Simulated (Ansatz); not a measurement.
One stationary structure of Cu. Space group Fm-3m (No. 225), fcc (Cu type). All values below come from PBEsol (plane waves to 420 eV, PAW, scalar-relativistic; Ansatz, a first-principles code).

```cif
data_Cu4
_chemical_formula_sum 'Cu4'
_space_group_name_H-M_alt 'Fm-3m'
_space_group_IT_number 225
_space_group_name_Hall '-F 4 2 3'
_cell_length_a 3.56360
_cell_length_b 3.56360
_cell_length_c 3.56360
_cell_angle_alpha 90.000
_cell_angle_beta 90.000
_cell_angle_gamma 90.000
loop_
_atom_site_label
_atom_site_type_symbol
_atom_site_symmetry_multiplicity
_atom_site_Wyckoff_symbol
_atom_site_fract_x
_atom_site_fract_y
_atom_site_fract_z
_atom_site_occupancy
Cu1 Cu 4 a 0.00000 0.00000 0.00000 1
```
(The calculation used a cell of 1 atom; values per cell refer to that cell.)

For Cu, the volume per atom is 11.31 Å³, the band gap comes out as no gap (metallic) and the shortest distances is Cu–Cu 2.52 Å. The k-mesh comes out as 22×22×22.

No spin polarisation in the result.

Measured for Cu: a 3.595 Å (static lattice; corrected from measurement; as listed in Gábor I. Csonka et al., Physical Review B (2009)). Computed minus measured — a: PBEsol -0.9 %. The computed values are for a static lattice.

The run could not lose the symmetry of its start.

It was reached from a disturbed copy of a P6/mmm (No. 191) cell, against which it lies -0.09 eV/atom.
